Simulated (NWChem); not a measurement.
System: propene (C3H6); SMILES C=CC

```xyz
9

C     -0.1664    -1.2287     0.0000
C      0.4502     0.1308     0.0000
C     -0.2178     1.2854     0.0000
H      0.1507    -1.8089    -0.8830
H      0.1507    -1.8089     0.8830
H     -1.2653    -1.1784     0.0000
H      1.5478     0.1622     0.0000
H     -1.3128     1.3126     0.0000
H      0.3024     2.2469     0.0000
```
Atoms are numbered in this order, from 1.

Results from NWChem. Geometry optimised at PBE0/def2-SVP; all other runs use it. 

| quantity | level | value |
|---|---|---|
| −ε(HOMO) (eV) | B3LYP/def2-SVP | 7.02 |
| vertical, lowest excitation, singlet (eV) | B3LYP/def2-SVPD, TDA | 6.87 |
| solvation free energy (kcal/mol) in water | PBE0/def2-SVP, SMD | 1.3 |
| isotropic polarisability (bohr³), static | B3LYP/def2-SVPD | 40.1 |
| dipole (D) | PBE0/def2-SVP | 0.42 |
| highest harmonic frequency (cm⁻¹) | PBE0/def2-SVP | 3259 |
